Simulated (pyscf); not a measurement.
Single points on ωB97X-D3(BJ)/def2-SVP structures (PySCF, gas phase). Correlated levels are frozen-core, on RHF or UHF. ΔMP2 is the change of the MP2 total energy from the triple- to the quadruple-zeta basis.

Problem. Estimate by transition-state theory (the high-pressure limit) the rate constant of HN=SiH–OH (SMILES N=[SiH]O) → HN=Si: (SMILES N=[Si]) [singlet] + H₂O (SMILES O) (singlet surface; O–Si, H–Si broken, H–O formed) at 900 K, with CCSD(T)/def2-TZVPP + ΔMP2(QZVPP) energies (ideal gas, 1 atm, RRHO with modes under 100 cm⁻¹ raised to 100, one conformer, R ln 2 for chiral ones without a mode under 150 cm⁻¹; no tunnelling).

Solution. The electronic barrier is 69.9 kcal/mol and the thermal terms add -5.3, so ΔG‡ = 64.6 kcal/mol. With k_BT/h = 1.88e+13 s⁻¹ and RT = 1.788 kcal/mol, k = 3.8e-03 s⁻¹; so small a molecule is far into fall-off at 1 atm, where the true rate is lower. Wigner's tunnelling factor for 1630i cm⁻¹ would be 1.28. A shift of 1 kcal/mol in the barrier changes k by a factor 1.7. On the product side the descent ends in a complex, 4.6 kcal/mol under the separated species and 44.4 kcal/mol under the saddle at ωB97X-D3(BJ)/def2-TZVP. The products may also form a dative adduct at HN=Si: [singlet]; it and routes through it were not searched. At ωB97X-D3(BJ) the barrier from the zero used here is 72.7 kcal/mol. HN=SiH–OH lies 21.1 kcal/mol over its isomer H₂N–Si:–OH [singlet] (electronic energy, ωB97M-D3(BJ)). One saddle was located; it need not be the lowest between these sides. The CCSD(T) − MP2 part came from Ansatz, without density fitting, on the same reference.
